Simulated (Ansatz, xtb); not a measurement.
## Ranking isomers of H6N2Si

3 gas-phase structures of H6N2Si, found in a search over its isomers (lower ones may exist). Each was relaxed with GFN2-xTB; where two conformers were screened, the lower at r2SCAN-D4/def2-SVP//GFN2-xTB is listed:

A. `[NH3+][N-][SiH3]`, a singlet
B. `NN[SiH3]`, a singlet
C. `N[SiH2]N`, a singlet

Question: Make a reasoned guess at their ranking by r2SCAN-D4/def2-SVP//GFN2-xTB single-point energy.

Answer: Calculated order at r2SCAN-D4/def2-SVP//GFN2-xTB: C (0.000), B (2.241), A (3.960) eV.

Energies above the lowest of each column, in eV; the last columns are at r2SCAN-D4/def2-SVP geometries and were run for some of them only (a dash: not run or not comparable):

```
structure  GFN2-xTB  HF/STO-3G  r2SCAN-D4/def2-SVP//GFN2-xTB  r2SCAN-D4/def2-SVP  CCSD(T)/def2-TZVP
        C     0.000      0.000                         0.000               0.000              0.000
        B     1.511      1.442                         2.241               2.269              2.485
        A     3.389      5.087                         3.960                   –                  –
```

Every level run on C puts it lowest or level with the lowest. Some further structures that were screened fall inside this span and aren't listed. Flexible structures stand in one conformer each, not always the lowest. Frequencies (r2SCAN-D4/def2-SVP) were run for B, C alone.

Programs: Ansatz 0.2.0, xtb 6.7.1.
